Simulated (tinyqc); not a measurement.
Extended Hueckel theory, for CH2-, step by step. The parameters take no account of the charge, which enters only through the electron count, and nothing here shows that the anion is bound. One step of it, computed by the program tinyqc.

Problem. Mulliken analysis. P = C n C^T; charge = valence electrons (C 4, H 1) minus the sum of (P S)_ii on the atom; overlap population = 2 sum P_ij S_ij between two atoms.

coefficients, order 1C 2s, 1C 2px, 1C 2py, 1C 2pz, 2H 1s, 3H 1s:
$$\begin{pmatrix}
0.693141 & -0.007897 & -0.287117 & 0.000000 & -0.179114 & -1.023200 \\
0.000000 & 0.000000 & 0.000000 & 1.000000 & 0.000000 & 0.000000 \\
-0.000107 & 0.536434 & 0.007672 & 0.000000 & 1.089967 & -0.251881 \\
-0.001059 & -0.001605 & 0.917945 & 0.000000 & -0.110977 & -0.555566 \\
0.292175 & 0.420799 & 0.124931 & 0.000000 & -0.626412 & 1.033232 \\
0.273574 & -0.445817 & 0.129662 & 0.000000 & 0.950198 & 0.645812
\end{pmatrix}$$

occupations: [2.000000, 2.000000, 2.000000, 1.000000, 0.000000, 0.000000]

overlap S, order 1C 2s, 1C 2px, 1C 2py, 1C 2pz, 2H 1s, 3H 1s:
$$\begin{pmatrix}
1.000000 & 0.000000 & 0.000000 & 0.000000 & 0.454499 & 0.424685 \\
0.000000 & 1.000000 & 0.000000 & 0.000000 & 0.000000 & 0.000000 \\
0.000000 & 0.000000 & 1.000000 & 0.000000 & 0.407827 & -0.389301 \\
0.000000 & 0.000000 & 0.000000 & 1.000000 & 0.227287 & 0.216849 \\
0.454499 & 0.000000 & 0.407827 & 0.227287 & 1.000000 & 0.090474 \\
0.424685 & 0.000000 & -0.389301 & 0.216849 & 0.090474 & 1.000000
\end{pmatrix}$$

Give: charges; Overlap populations.

Solution.

charges: 1C -1.1415, 2H 0.0754, 3H 0.0660

Overlap populations:
```
pair      value
2-1    0.770039
3-1    0.739377
3-2   -0.033102
```
